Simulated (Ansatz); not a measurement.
**Pd2Br: from a trial structure to a relaxed crystal**

Level of theory: DFT PBE, scalar-relativistic, plane waves, PAW (Ansatz 0.2.0). Cutoff 420 eV, Γ-centred k mesh, Gaussian smearing, no spin polarisation in the final step.

The start puts Pd2Br on the MoSi2 (C11b) structure type (I4/mmm, No. 139), with Br in place of Mo, Pd in place of Si, at a guessed volume.

```
CELL_PARAMETERS angstrom
-1.78796 1.78796 4.38608
1.78796 -1.78796 4.38608
1.78796 1.78796 -4.38608
ATOMIC_POSITIONS crystal
Pd 0.66500 0.66500 0.00000
Pd 0.33500 0.33500 0.00000
Br 0.00000 0.00000 0.00000
```

Cell and atoms relax at zero pressure; the relaxation can't lower the symmetry of the start. After a coarse first stage the cell is made exact in the group found at 0.06 Å.

The zero of energy is the elements' standard structures at the same level; no fitted shifts are applied.

Question: Which crystal results?

Answer: It keeps I4/mmm (No. 139). The result has the MoSi2 (C11b) structure. Conventional cell: a = 3.664 Å, c = 8.681 Å. Pd is coordinated by 1 Br at 2.54 Å and 4 Pd at 2.69 Å; Br is coordinated by 2 Pd at 2.54 Å.

Space group I4/mmm (No. 139). a = 3.664 Å, b = 3.664 Å, c = 8.681 Å, α = 90.00°, β = 90.00°, γ = 90.00°
```tsv
atom	site	symmetry	x	y	z
Pd	4e	4mm	0.5000	0.5000	0.2080
Br	2a	4/mmm	0.0000	0.0000	0.0000
```

Question: What are its volume, energy, density and gap?

Answer: The volume per atom is 19.42 Å³. The density is 8.34 g/cm³ and the energy over the elements is 0.25 eV/atom. The gap on the 18×18×18 mesh is 0 eV (a metal).

The final run used a 18×18×18 mesh on its 3-atom cell and 0.10 eV smearing. The k mesh leaves about 4 meV/atom of noise in metals. A structure relaxed within its symmetry needn't be a true minimum. The steps took of the order of 8 core-minutes in all.